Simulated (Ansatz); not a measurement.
A nudged elastic band was laid between two geometries of Al2H4 (6 atoms, charge 0, multiplicity 1).

The calculation used RKS PBE-D4/def2-SVP (Ansatz).

```
movable images  : 8
climbing image  : no
spring          : 5.0 eV/Å²
optimiser       : quadratic models (default)
start path      : through a guess of the saddle point
force threshold : 0.05 eV/Å
iteration limit : 60
end points      : relaxed
```

First end point:

```xyz
6
Properties=species:S:1:pos:R:3
Al -0.670 -1.108 -0.123
Al 0.683 1.088 0.109
H -2.249 -1.110 -0.443
H 0.019 -2.556 0.042
H 1.398 1.786 -1.156
H 0.862 1.837 1.524
```

Last end point:

```xyz
6
Properties=species:S:1:pos:R:3
Al -0.494 -0.891 -0.297
Al 0.856 1.189 -0.403
H -2.031 -0.712 -0.691
H 0.359 -2.236 -0.182
H -0.073 0.197 1.001
H 1.426 2.389 0.525
```

(1) What changes between the two ends?

(2) Give the energies along the band, and the barrier.

(3) What is the geometry of the highest image?

Results:

(1) Bonds formed: Al1–H5.

(2) The run converged. The highest image is number 8 of 0 to 9, 0.33 eV above the first end and 0.20 eV above the last; the last end lies 0.13 eV above the first. The profile has 2 maxima (images 3, 8) with wells between them (image 5): this band takes more than one step, which may be the mechanism or a detour left from its start path. No image climbed, so the highest image needn't sit at the top of the path.

```
image  path coordinate (Å)  energy (eV)  Al1–H5 (Å)
    0                 0.00         0.00        3.70
    1                 0.72         0.02        3.71
    2                 1.45         0.07        3.73
    3                 2.17         0.09        3.73
    4                 2.90         0.07        3.73
    5                 3.62         0.02        3.71
    6                 4.35         0.02        3.53
    7                 5.07         0.20        3.03
    8                 5.79         0.33        2.38
    9                 6.52         0.13        1.75
```

(3) 
```xyz
6
Properties=species:S:1:pos:R:3:forces:R:3
Al -0.508 -0.870 -0.634 0.02 0.00 0.01
Al 0.637 1.184 0.009 0.01 0.01 -0.04
H -2.103 -0.930 -0.471 0.00 0.01 0.02
H 0.382 -2.207 -0.645 0.00 0.01 0.01
H 0.220 0.223 1.345 -0.02 -0.03 -0.03
H 1.414 2.537 0.350 -0.01 0.00 0.02
```

Time of the run: 3.5 min on 1 thread of Arm Neoverse N1, on a shared host, peak memory 0.1 GiB.
